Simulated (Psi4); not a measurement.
Conformational energy of SMILES CCC#C. Scanned: dihedral C2–C3–C4–H8; all other coordinates were relaxed at GFN2-xTB.

Geometry of the scan point at 40° (Å):
```
10

C      2.2301     0.2591    -0.2914
C      1.0804    -0.0584    -0.3852
C     -0.3195    -0.4222    -0.4744
C     -1.1209     0.1529     0.6968
H      3.2395     0.5347    -0.2206
H     -0.4113    -1.5113    -0.5006
H     -0.7107    -0.0274    -1.4180
H     -0.7874     1.1631     0.9237
H     -2.1829     0.1664     0.4661
H     -0.9681    -0.4492     1.5908
```

Computed with DF-MP2 (frozen core)/cc-pVTZ // GFN2-xTB (Psi4 1.11).

Scanned values (°): 0, 10, 20, 30, 40, 50, 60, 70, 80, 90, 100, 110.

**Question.** Describe the profile: where are the wells and the tops?

**Answer.** Lower than their neighbours: 60° (0.00 kJ/mol). Higher than their neighbours: 0° (14.09 kJ/mol, end of the scan), 110° (13.07 kJ/mol, end of the scan). The whole profile spans 14.09 kJ/mol.
